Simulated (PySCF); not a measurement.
Isomers C4H10P2:

A. `C/C=P\P(C)C`
B. SMILES CC(C)/C=P\P
C. `C/C=P/CCP`

Spectrum 1. $^{1}$H NMR (500 MHz, computed): δ 9.33 (m, 1H), 3.76 (m, 1H), 2.72 (m, 2H), 1.11 (d, 6H). $^{13}$C{$^{1}$H} NMR (computed): δ 225.8 (CH), 41.5 (CH), 25.7 (CH3).

Spectrum 2. $^{1}$H NMR (500 MHz, computed): δ 8.31 (m, 1H), 2.68 (m, 2H), 2.44 (m, 3H), 2.23 (m, 2H), 2.21 (m, 2H). $^{13}$C{$^{1}$H} NMR (computed): δ 189.9 (CH), 35.2 (CH2), 25.7 (CH3), 21.8 (CH2).

Spectrum 3. $^{1}$H NMR (500 MHz, computed): δ 9.19 (m, 1H), 2.71 (m, 3H), 1.17 (m, 6H). $^{13}$C{$^{1}$H} NMR (computed): δ 210.5 (CH), 28.8 (CH3), 14.8 (CH3).

Theoretical values (PySCF 2.14.0 with density-fitted response routines): geometry: GFN2-xTB, σ from GIAO-PBE0/pcSseg-1. No solvent model, rapidly exchanging positions averaged, one computed conformer, no relativistic terms.

δ = σ(ref) − σ, references computed at the same level: $^{1}$H (σref 31.72) and $^{13}$C (σref 186.93) against TMS. Splittings of carbon signals by F and P are missing where no couplings were computed. Where no couplings were computed, multiplicities follow the n + 1 count of equivalent neighbours, and m marks all less simple cases (inequivalent or close neighbours, rings, F or P nearby). Shifts are as computed. Against solution values, carbons near 30 ppm lie about +3 ppm off and those near 130 ppm about +5 ppm. Of 1211 compounds with measured shifts, 218 miss one by over three times the rms of a fit or turn the order of signals round; such compounds aren't used in these exercises.

Question: Which spectrum belongs to which compound?

Answer: 1–B, 2–C, 3–A.

- Spectrum 1 (B): 3 $^{13}$C signals; δC 41.5 is an sp3 CH; δC 25.7 is a methyl carbon.
- Spectrum 2 (C): 4 $^{13}$C signals; δC 25.7 is a methyl carbon; δC 189.9 is a carbon double-bonded to a heavier main-group atom.
- Spectrum 3 (A): 3 $^{13}$C signals; δC 28.8 is a methyl carbon; δC 210.5 is a carbon double-bonded to a heavier main-group atom.
